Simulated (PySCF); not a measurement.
```xyz
3
charge 1 multiplicity 3, angstrom
Cl    0.0000    0.0000    0.0000
F     0.0000    0.0000    1.5907
F     0.0000    0.0000   -1.5907
```

These are results of UPBE0/[Cl def2-TZVP, F def2-TZVP], no relativity, density fitting, PySCF, not measurements.

This geometry of ClF₂⁺ is a stationary point at this level.

(1) What is the point group?

(2) Is it a minimum?

(3) List the harmonic modes with their infrared intensities.

(4) What are the dipole moment and the gap between the highest occupied and lowest empty levels of either spin?

(5) Give the atomic charges and bond orders.

Answers

(1) D∞h.

(2) No: it has 2 imaginary modes (one degenerate set), at 342i cm⁻¹ (πu).

(3) 
| symmetry | ω (cm⁻¹) | IR (km/mol, summed over degenerate members) | type |
| --- | --- | --- | --- |
| πu | 342i | – | bend |
| σg+ | 676 | 0.0 | stretch |
| σu+ | 821 | 211 | stretch |

(4) 0.00 D about the centre of mass and 4.39 eV.

(5) 
```
atom  Mulliken  Löwdin  polar tensor  spin (Mulliken)  Mayer order to Cl1
 Cl1      0.92    0.98          1.32             1.20                   –
F2,3      0.04    0.01         -0.16             0.40                1.24
```

This need not be the most stable arrangement of these atoms. At this level a singlet minimum of C2v symmetry lies 154 kJ/mol below this structure.
